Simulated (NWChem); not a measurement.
# BPH3F (SMILES FBP) at ACM/6-31G, part 2 of 2

NWChem 7.3.0.

## (3) The triplet, same level

The input, run.py:

```python
from ase import Atoms
from ase.calculators.nwchem import NWChem

mol = Atoms(['F', 'B', 'P', 'H', 'H', 'H'], positions=[
    [-1.238930, -1.193530, 0.673800],
    [-0.166900, -0.827020, 0.005390],
    [0.654190, 0.824070, 0.409390],
    [0.286690, -1.614800, -0.737810],
    [0.951110, 1.217450, -0.879180],
    [-0.486160, 1.593830, 0.528400],
])

calc = NWChem(
    label='m1',
    theory='dft',
    memory='2200 mb',
    basis='6-31G',
    dft={'xc': 'acm', 'mult': '3', 'grid': 'xfine', 'iterations': '150', 'mulliken': None},
)
mol.calc = calc

forces = mol.get_forces()
print(f"energy = {mol.get_potential_energy():.6f} eV")
print("forces (eV/A):")
for s, f in zip(mol.symbols, forces):
    print(f"{s:2s} {f[0]:10.5f} {f[1]:10.5f} {f[2]:10.5f}")
```

Launch:

```bash
$ export ASE_NWCHEM_COMMAND="nwchem PREFIX.nwi > PREFIX.nwo"
$ python run.py
```

What it wrote:

```text
energy = -12722.871274 eV
forces (eV/A):
F    -3.20781   -0.71523    2.39776
B     1.53377   -1.32957   -1.64484
P     1.07153   -0.19854    0.79956
H     0.90076    0.01543   -0.67836
H     0.94575    0.87510   -1.33954
H    -1.24400    1.35281    0.46537
```

The calculator wrote m1.nwi:

```
title "m1"

permanent_dir m1

scratch_dir m1

start m1

geometry units angstrom nocenter noautosym noautoz
  F  -1.2389300000000001e+00 -1.1935300000000000e+00 6.7379999999999995e-01
  B  -1.6689999999999999e-01 -8.2701999999999998e-01 5.3899999999999998e-03
  P  6.5419000000000005e-01 8.2406999999999997e-01 4.0938999999999998e-01
  H  2.8669000000000000e-01 -1.6148000000000000e+00 -7.3780999999999997e-01
  H  9.5111000000000001e-01 1.2174499999999999e+00 -8.7917999999999996e-01
  H  -4.8615999999999998e-01 1.5938300000000001e+00 5.2839999999999998e-01
end

memory 2200 mb

basis noprint
   * library 6-31G
end

dft
  xc acm
  mult 3
  grid xfine
  iterations 150
  mulliken
end

task dft gradient
```

m1.nwo:

```text
Northwest Computational Chemistry Package (NWChem) 7.3.0
             --------------------------------------------------------

           Job information
           ---------------

    nwchem branch   = 7.3.0
    use scalapack   = T
    input           = m1.nwi
    prefix          = m1.
    data base       = m1/m1.db
    status          = startup
    nproc           =        1

           Memory information
           ------------------

    heap     =     72089594 doubles =      550.0 Mbytes
    stack    =     72089599 doubles =      550.0 Mbytes
    global   =    144179200 doubles =     1100.0 Mbytes (distinct from heap & stack)
    total    =    288358393 doubles =     2200.0 Mbytes
    verify   = yes
    hardfail = no

           Directory information
           ---------------------

  0 permanent = m1
  0 scratch   = m1

                                NWChem Input Module
                                -------------------

                                        m1
                                        --

 Scaling coordinates for geometry "geometry" by  1.889725989
 (inverse scale =  0.529177249)

                             Geometry "geometry" -> ""
                             -------------------------

 Output coordinates in angstroms (scale by  1.889725989 to convert to a.u.)

  No.       Tag          Charge          X              Y              Z
 ---- ---------------- ---------- -------------- -------------- --------------
    1 F                    9.0000    -1.23893000    -1.19353000     0.67380000
    2 B                    5.0000    -0.16690000    -0.82702000     0.00539000
    3 P                   15.0000     0.65419000     0.82407000     0.40939000
    4 H                    1.0000     0.28669000    -1.61480000    -0.73781000
    5 H                    1.0000     0.95111000     1.21745000    -0.87918000
    6 H                    1.0000    -0.48616000     1.59383000     0.52840000

      Atomic Mass
      -----------

      F                 18.998400
      B                 11.009310
      P                 30.973760
      H                  1.007825

 Effective nuclear repulsion energy (a.u.)      89.4281289755

            Nuclear Dipole moment (a.u.)
            ----------------------------
        X                 Y               Z
 ---------------- ---------------- ----------------
    -2.6841289997    -2.4931910858    21.0579914784

            XYZ format geometry
            -------------------
     6
 geometry
 F                    -1.23893000    -1.19353000     0.67380000
 B                    -0.16690000    -0.82702000     0.00539000
 P                     0.65419000     0.82407000     0.40939000
 H                     0.28669000    -1.61480000    -0.73781000
 H                     0.95111000     1.21745000    -0.87918000
 H                    -0.48616000     1.59383000     0.52840000

 ==============================================================================
                                internuclear distances
 ------------------------------------------------------------------------------
       center one      |      center two      | atomic units |  angstroms
 ------------------------------------------------------------------------------
    2 B                |   1 F                |     2.48580  |     1.31543
    3 P                |   2 B                |     3.56728  |     1.88772
    4 H                |   2 B                |     2.21887  |     1.17418
    5 H                |   3 P                |     2.60708  |     1.37961
    6 H                |   3 P                |     2.60966  |     1.38098
 ------------------------------------------------------------------------------
                         number of included internuclear distances:          5
 ==============================================================================

[... 45 lines left out ...]
          Convergence on energy requested:  1.00D-06
          Convergence on density requested:  1.00D-05
          Convergence on gradient requested:  5.00D-04
[... 23 lines left out ...]
          Spatial weights used:  Erf1
[... 1 line left out ...]
          Convergence Information
[... 1 line left out ...]
          Convergence aids based upon iterative change in
          total energy or number of iterations.
[... 69 lines left out ...]
   convergence    iter        energy       DeltaE   RMS-Dens  Diis-err    time
[... 13 lines left out ...]
         Total DFT energy =     -467.556899262784
      One electron energy =     -823.281155759081
           Coulomb energy =      305.158218920748
    Exchange-Corr. energy =      -38.862091399927
 Nuclear repulsion energy =       89.428128975475
[... 5 lines left out ...]
                    DFT Final Alpha Molecular Orbital Analysis
[... 262 lines left out ...]
                     DFT Final Beta Molecular Orbital Analysis
[... 314 lines left out ...]
   alpha - beta orbital overlaps
   -----------------------------

   alpha      1      2      3      4      5      6      7      8      9     10
    beta      1      2      3      4      7      5      6      8      9     10
 overlap   1.000  1.000  1.000  1.000  0.964  1.000  0.964  1.000  0.999  0.985

   alpha     11     12     13     14     15     16     17     18     19     20
    beta     11     12     13     14     15     16     18     17     19     20
 overlap   0.962  0.964  0.803  0.800  0.892  0.904  0.925  0.978  0.954  0.981

   alpha     21     22     23     24     25     26     27     28     29     30
    beta     21     22     23     24     25     26     28     27     29     30
 overlap   0.990  0.977  0.895  0.897  0.967  0.977  0.839  0.847  0.999  0.999

   alpha     31     32     33     34     35     36     37
    beta     31     32     33     34     35     36     37
 overlap   1.000  1.000  1.000  1.000  1.000  1.000  1.000

     --------------------------
     Expectation value of S2:
     --------------------------
      <S2> =      2.0032 (Exact =     2.0000)

 center of mass
 --------------
 x =  -0.12857694 y =  -0.14909055 z =   0.72169264

 moments of inertia (a.u.)
 ------------------
         242.838805632669        -163.863178348753          25.804179121474
        -163.863178348753         177.664448291178           7.066549511318
          25.804179121474           7.066549511318         377.001885380529

     Multipole analysis of the density
     ---------------------------------

     L   x y z        total         alpha         beta         nuclear
     -   - - -        -----         -----         ----         -------
     0   0 0 0     -0.000000    -17.000000    -15.000000     32.000000

     1   1 0 0      0.669789      1.399063      1.954856     -2.684129
[... 8 lines of this table left out ...]
     2   0 0 2    -19.380685    -26.747629    -21.904117     29.271062

            General Information
            -------------------
          SCF calculation type: DFT
          Wavefunction type:  spin polarized.
          No. of atoms     :     6
          No. of electrons :    32
           Alpha electrons :    17
            Beta electrons :    15
          Charge           :     0
          Spin multiplicity:     3
          Use of symmetry is: off; symmetry adaption is: off
          Maximum number of iterations: 150
          AO basis - number of functions:    37
                     number of shells:    23
          Convergence on energy requested:  1.00D-06
          Convergence on density requested:  1.00D-05
          Convergence on gradient requested:  5.00D-04

              XC Information
              --------------
          Adiabatic Connection Method XC Potential
                     Hartree-Fock (Exact) Exchange  0.200
                        Slater Exchange Functional  0.800 local
                    Becke 1988 Exchange Functional  0.720 non-local
                      VWN V Correlation Functional  1.000 local
                Perdew 1991 Correlation Functional  0.810 non-local

             Grid Information
             ----------------
          Grid used for XC integration:  xfine
          Radial quadrature: Mura-Knowles
          Angular quadrature: Lebedev.
          Tag              B.-S. Rad. Rad. Pts. Rad. Cut. Ang. Pts.
          ---              ---------- --------- --------- ---------
          F                   0.50      100          10.0      1454
          B                   0.85      100           8.0      1454
          P                   1.00      125           9.0      1454
          H                   0.35      100          10.0      1202
          Grid pruning is: on
          Number of quadrature shells:   625
          Spatial weights used:  Erf1

          Convergence Information
          -----------------------
          Convergence aids based upon iterative change in
          total energy or number of iterations.
          Levelshifting, if invoked, occurs when the
          HOMO/LUMO gap drops below (HL_TOL):  1.00D-02
          DIIS, if invoked, will attempt to extrapolate
          using up to (NFOCK): 10 stored Fock matrices.

                    Damping( 0%)  Levelshifting(0.5)       DIIS
                  --------------- ------------------- ---------------
          dE  on:    start            ASAP                start
          dE off:    2 iters        150 iters           150 iters

      Screening Tolerance Information
      -------------------------------
          Density screening/tol_rho:  1.00D-10
          AO Gaussian exp screening on grid/accAOfunc:  14
          CD Gaussian exp screening on grid/accCDfunc:  20
          XC Gaussian exp screening on grid/accXCfunc:  20
          Schwarz screening/accCoul:  1.00D-08

                            NWChem DFT Gradient Module
                            --------------------------

                                        m1

  charge          =   0.00
  wavefunction    = open shell

                         DFT ENERGY GRADIENTS

    atom               coordinates                        gradient
                 x          y          z           x          y          z
   1 F      -2.341238  -2.255445   1.273297    0.062382   0.013909  -0.046629
   2 B      -0.315395  -1.562841   0.010186   -0.029827   0.025856   0.031987
   3 P       1.236240   1.557266   0.773635   -0.020838   0.003861  -0.015549
   4 H       0.541766  -3.051530  -1.394259   -0.017517  -0.000300   0.013192
   5 H       1.797337   2.300647  -1.661409   -0.018392  -0.017018   0.026050
   6 H      -0.918709   3.011902   0.998531    0.024192  -0.026308  -0.009050

                 ----------------------------------------
                 |  Time  |  1-e(secs)   |  2-e(secs)   |
                 ----------------------------------------
                 |  CPU   |       0.00   |       0.75   |
                 ----------------------------------------
                 |  WALL  |       0.00   |       0.75   |
                 ----------------------------------------

 Task  times  cpu:       13.1s     wall:       13.1s
 Total times  cpu:       13.1s     wall:       13.1s
```

Run time: 14 s. Hardware: 1 thread of Intel Xeon 6975P-C (Granite Rapids), shared host; peak memory 0.13 GiB.

## (4) Results

The summary covers parts 1 to 2.

At ACM/6-31G:

| quantity | value |
| --- | --- |
| singlet: total energy | -467.73021 Eh |
| singlet: dipole moment | 1.46 D |
| singlet: HOMO energy | -7.38 eV |
| singlet: LUMO energy | -1.14 eV |
| singlet: HOMO–LUMO gap | 6.24 eV |
| singlet: largest force on an atom | 2.511 eV/Å |
| triplet: total energy | -467.55690 Eh |
| triplet: dipole moment | 3.54 D |
| triplet: HOMO energy (highest over α and β) | -2.79 eV |
| triplet: ⟨S²⟩ | 2.003 |
| triplet: largest force on an atom | 4.068 eV/Å |
| vertical energy of the triplet above the singlet | 4.716 eV |

What this shows: At this shape the triplet lies 4.72 eV (455 kJ/mol) above the singlet. The largest force (singlet) is 2.51 eV/Å: the shape isn't a stationary point for this species at this level.
